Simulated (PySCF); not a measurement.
# C₄H₆O: full NMR table

```
Formula                               : C4H6O
SMILES                                : C=C=COC
Point group of the computed structure : C1
Degrees of unsaturation               : 2
Carbon signals                        : 4
Proton signals                        : 3
```

Bonds (- single, = double, # triple, : aromatic): C1=C2 1.300 Å, C2=C3 1.305 Å, C3-O4 1.359 Å, O4-C5 1.409 Å. C1 carries H6, H7; C3 carries H8; C5 carries H9, H10, H11.

PySCF 2.14 calculation with shielding tensors at PBE0/pcSseg-2 (GIAO), J couplings at B3LYP/pcJ-2 (without the spin–dipole term) and PBE0-D3(BJ)/def2-TZVP structure; non-relativistic, a single conformation, equivalent nuclei averaged, no solvent model.

References, each an isolated molecule treated in the same way: TMS for ¹H, ¹³C; H2O for ¹⁷O.

```tsv
carbon	δC, type	δH (multiplicity, J in Hz)	HMBC from (abs. J ≥ 3 Hz)	span of the C tensor (ppm)
C1	94.6, CH2	5.64 (d, 7.8)	H8	167
C2	222.4, C	–	H8, H6/H7	62
C3	131.8, CH	6.65 (t, 7.8)	H6/H7, H9/H10/H11	118
C5	61.9, CH3	3.50 (s)	H8	94
```

Other nuclei:
```json
{"atoms": "O4", "nucleus": "¹⁷O", "environment": "ether oxygen", "δ (ppm)": "41.2", "σ (ppm)": "288.3"}
```

Selected couplings (Hz, signed; the shortest-range and largest first, 30 at most; isotopes ¹³C, ¹H): ¹J(C3,H8) 187.7, ¹J(C1,H6) 176.5, ¹J(C5,H9) 146.9, ¹J(C2,C3) 129.8, ¹J(C1,C2) 111.1, ²J(C1,C3) 12.8, ³J(C2,C5) 5.9, ⁴J(H6,H8) -7.8.

Carbon types of the structure: 1 × C, 1 × CH, 1 × CH2, 1 × CH3, which accounts for all hydrogens. δC 222.4: central carbon of an allene; the central sp carbon of an allene is among the most deshielded carbons of hydrocarbons. δC 131.8, 94.6: terminal carbon of a cumulated C=C=C unit. δC 61.9: methyl carbon bonded to O; the inductive effect lowers its shielding. δH 6.65, 5.64: hydrogen on a terminal carbon of a cumulated C=C=C unit; a vinylic proton, deshielded by the sp2 carbon and the C=C anisotropy. δH 3.50: hydrogen on a methyl carbon bonded to O; its carbon carries O, hence the downfield position.

Multiplet labels drop couplings under 1 Hz and merge nearly equal ones. Shifts are as computed. Against solution values, carbons near 30 ppm lie about +3 ppm off and those near 130 ppm about +9 ppm. Of 1211 compounds with measured shifts, 218 miss one by over three times the rms of a fit or turn the order of signals round; such compounds aren't used in these exercises. Experimental scales use liquid or dissolved standards, which lie at an offset from isolated H2O (liquid H2O: subtract about 36 ppm).
